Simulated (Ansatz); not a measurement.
## Cost against result

The pair of NH3 (SMILES N, atoms 1–4) and CH6Si (SMILES C[SiH3], atoms 5–12), both closed shells, in one local arrangement (a lower one may exist), relaxed at PBE0-D4/def2-TZVP:

N1  (-0.125, 0.044, -2.615)
H2  (0.795, 0.043, -2.191)
H3  (-0.567, 0.924, -2.382)
H4  (-0.659, -0.694, -2.173)
C5  (-0.478, 0.770, 1.313)
Si6  (0.558, -0.762, 1.043)
H7  (-0.807, 1.184, 0.358)
H8  (0.093, 1.538, 1.840)
H9  (-1.365, 0.539, 1.908)
H10  (-0.220, -1.807, 0.322)
H11  (1.006, -1.333, 2.342)
H12  (1.768, -0.447, 0.235)
(Å)

Interaction energies are counterpoise-corrected; the time is that of the whole pair.

Ansatz 0.2.0; basis: as named in each row; cores frozen in the correlated methods. B3LYP uses VWN-RPA correlation. Extrapolation: Hartree–Fock as exp(−7.88 √X), correlation as X^−2.97.

Times are rough, for one single point on 4 threads of a shared host (Intel Xeon Platinum 8259CL).

The estimate by CCSD(T) at an estimated basis limit (MP2 extrapolated from triple and quadruple zeta, plus CCSD(T) − MP2 in triple zeta) is -0.042 eV.

| method | basis | time (s) | interaction energy (eV) | method less estimate |
| --- | --- | --- | --- | --- |
| HF | STO-3G | under 1 | 0.041 | 0.083 |
| PBE-D4 | STO-3G | under 1 | -0.027 | 0.015 |
| SPW92 | def2-SVP | under 1 | -0.089 | -0.047 |
| B3LYP-D4 | 6-31G | under 1 | -0.033 | 0.010 |
| PBE-D4 | def2-SVP | under 1 | -0.060 | -0.018 |
| PBE0-D4 | def2-SVP | under 1 | -0.048 | -0.006 |
| PBE-D4 | def2-TZVPPD | 2 | -0.058 | -0.016 |
| revPBE-D4 | def2-TZVPPD | 2 | -0.037 | 0.005 |
| CCSD(T) | def2-SVP | 2 | 0.007 | 0.049 |
| BLYP-D4 | def2-TZVPPD | 2 | -0.033 | 0.009 |
| PBE0-D4 | def2-TZVPPD | 2 | -0.050 | -0.008 |
| B3LYP-D4 | def2-TZVPPD | 2 | -0.040 | 0.003 |
| wB97M-V | def2-SVP | 3 | -0.031 | 0.011 |
| HSE06-D4 | def2-TZVPPD | 3 | -0.050 | -0.008 |
| r2SCAN-D4 | def2-TZVPPD | 3 | -0.051 | -0.008 |
| B2PLYP | def2-TZVPPD | 6 | -0.001 | 0.041 |
| B97M-V | def2-TZVPPD | 6 | -0.051 | -0.008 |
| wB97X-V | def2-TZVPPD | 7 | -0.044 | -0.002 |
| wB97M-V | def2-TZVPPD | 8 | -0.043 | -0.001 |
| MP2 | def2-QZVPPD | 19 | -0.034 | 0.009 |
| CCSD(T) | def2-TZVPPD | 73 | -0.034 | 0.008 |

No T1 diagnostic of these runs exceeds 0.010.
